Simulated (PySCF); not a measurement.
# One shape, several levels: doublet [SiNH5]+

Wanted: a comparison of 6 runs (U-wB97X-V/STO-3G, UPBE/STO-3G, NEVPT2(3,3)/STO-3G, UCCSDT/STO-3G, UCISD/STO-3G, ROCCSD(T)/STO-3G) of doublet [SiNH5]+. Input form: a Python script.

The results are computed with PySCF 2.14.0.

2 further runs of the same task are left out: 2 set aside as unsound or not needed.

**1. Starting point**

[SiNH5]+: 7 atoms, total charge +1, spin state doublet. As SMILES of the parent species, `[H][Si]([H])([H])N`. Geometry: relaxed at GFN2-xTB. That shape belongs to the parent species and isn't relaxed for this state.

Bond lengths: Si1–N2 1.723 Å, N2–H3 1.007 Å, N2–H4 1.007 Å, Si1–H5 1.460 Å, Si1–H6 1.461 Å, Si1–H7 1.472 Å. Angles: Si1–N2–H3 118.6°, Si1–N2–H4 118.6°, N2–Si1–H5 105.0°, N2–Si1–H6 105.1°, N2–Si1–H7 115.3°, H3–N2–H4 109.5°, H5–Si1–H6 113.3°, H5–Si1–H7 109.2°, H6–Si1–H7 109.1°.

**2. A single-point energy at U-wB97X-V/STO-3G (run 1)**

The input, start.xyz:

```xyz
7
H5NSi
Si    -0.000690     0.002380    -0.682990
N      0.090660     0.178690     1.028560
H      0.707680    -0.428190     1.543790
H     -0.763660     0.307400     1.545850
H      1.387750    -0.009920    -1.135540
H     -0.747920     1.169350    -1.146100
H     -0.673820    -1.219710    -1.153570
```

The input, job.py:

```python
from pyscf import gto, dft

molecule = gto.M(
    atom='start.xyz',
    spin=1,
    verbose=3,
    charge=1,
    max_memory=1860,
    basis='sto-3g',
)

calc0 = dft.UKS(molecule)
calc0.xc = 'wb97x-v'
calc0.nlcgrids.level = 1
calc0.conv_tol = 1e-10
calc0.grids.level = 5
calc0.kernel()
if not calc0.converged:
    calc0 = calc0.newton().run(calc0.mo_coeff, calc0.mo_occ)

etot = calc0.e_tot
print('E = %.10f Eh' % etot)
```

Command:

```sh
$ OMP_NUM_THREADS=1 python job.py
```

The log of the run:

```text
WARN: HOMO -0.273239915391636 >= LUMO -0.273239915391637

converged SCF energy = -342.829660631047  <S^2> = 0.75456896  2S+1 = 2.0045638
E = -342.8296606310 Eh
```

Run time: 34 s. Hardware: 1 thread of Arm Neoverse V1, shared host; peak memory 0.21 GiB.

**3. The energy at UPBE/STO-3G (run 2)**

The input, calc.py:

```python
from pyscf import gto, dft

mol = gto.M(
    atom=[
    ('Si', (-0.000690, 0.002380, -0.682990)),
    ('N', (0.090660, 0.178690, 1.028560)),
    ('H', (0.707680, -0.428190, 1.543790)),
    ('H', (-0.763660, 0.307400, 1.545850)),
    ('H', (1.387750, -0.009920, -1.135540)),
    ('H', (-0.747920, 1.169350, -1.146100)),
    ('H', (-0.673820, -1.219710, -1.153570)),
],
    spin=1,
    max_memory=1860,
    charge=1,
    basis='sto-3g',
    verbose=4,
)

mf = dft.UKS(mol, xc='pbe')
mf.grids.level = 5
mf.conv_tol = 1e-10
mf.kernel()
if not mf.converged:
    mf = mf.newton().run(mf.mo_coeff, mf.mo_occ)

e_final = mf.e_tot
print('E = %.10f Eh' % e_final)
```

Command:

```sh
$ OMP_NUM_THREADS=1 python calc.py
```

The log of the run:

```text
PySCF version 2.14.0

[... 59 lines left out ...]
WARN: HOMO -0.273079468746937 >= LUMO -0.273079468746936
[... 42 lines left out ...]
converged SCF energy = -342.647715369156  <S^2> = 0.75298754  2S+1 = 2.0029853
E = -342.6477153692 Eh
```

Run time: 4.8 s. Hardware: 1 thread of Arm Neoverse V1, shared host; peak memory 0.21 GiB.

Runs 3 to 5 aren't shown in full; the table further down has their settings and results.

**4. The energy at ROCCSD(T)/STO-3G (run 6)**

The input, job.py:

```python
from pyscf import gto, cc

mol = gto.M(
    atom='''
Si    -0.000690     0.002380    -0.682990
N      0.090660     0.178690     1.028560
H      0.707680    -0.428190     1.543790
H     -0.763660     0.307400     1.545850
H      1.387750    -0.009920    -1.135540
H     -0.747920     1.169350    -1.146100
H     -0.673820    -1.219710    -1.153570
''',
    basis='sto-3g',
    spin=1,
    max_memory=1860,
    verbose=3,
    charge=1,
)

hf = mol.ROHF()
hf.conv_tol = 1e-10
hf.kernel()
if not hf.converged:
    hf = hf.newton().run(hf.mo_coeff, hf.mo_occ)

mycc = cc.CCSD(hf, frozen=6)
mycc.kernel()
e_t = mycc.ccsd_t()
e_tot = mycc.e_tot + e_t
print('E(%s) = %.9f' % ('CCSD(T)', e_tot))
```

Command:

```sh
$ OMP_NUM_THREADS=1 python job.py
```

The log of the run:

```text
converged SCF energy = -342.029737487529

WARN: RCCSD method does not support ROHF method. ROHF object is converted to UHF object and UCCSD method is called.

E(UCCSD) = -342.1436765301035  E_corr = -0.113939042574069
UCCSD(T) correction = -0.000954494258962267
E(CCSD(T)) = -342.144631024
```

Run time: 1.1 s. Hardware: 1 thread of Arm Neoverse V1, shared host; peak memory 0.12 GiB.

**5. The series**

```csv
run,level,nlc grid,integration grid,energy (Eh),HOMO energy (eV),LUMO energy (eV),⟨S²⟩,wall time
1,U-wB97X-V/STO-3G,1,5,-342.829661,-17.26,-8.27,0.755,34 s
2,UPBE/STO-3G,–,5,-342.647715,-13.56,-11.72,0.753,4.8 s
3,"NEVPT2(3,3)/STO-3G",–,–,-342.119215,–,–,–,1.2 s
4,UCCSDT/STO-3G,–,–,-342.145006,-17.84,-3.67,0.761,2.4 s
5,UCISD/STO-3G,–,–,-342.137755,-17.84,-3.67,0.761,0.84 s
6,ROCCSD(T)/STO-3G,–,–,-342.144631,–,–,0.750,1.1 s
```

**6. Results**

```
                                          quantity          value
                               run 6: total energy  -342.14463 Eh
run 6: correlation energy (6 core orbitals frozen)     -114.9 mEh
                             run 6: (T) correction      -0.95 mEh
          run 6: ⟨S²⟩ of the reference determinant          0.750
                              run 6: T1 diagnostic          0.020
```

What this shows: Totals of different functionals can't be ranked against each other. In runs 1, 2, 3, 4, 5, 6 the basis is minimal, so the values are rough. All runs together took 44 s, the longest 34 s.
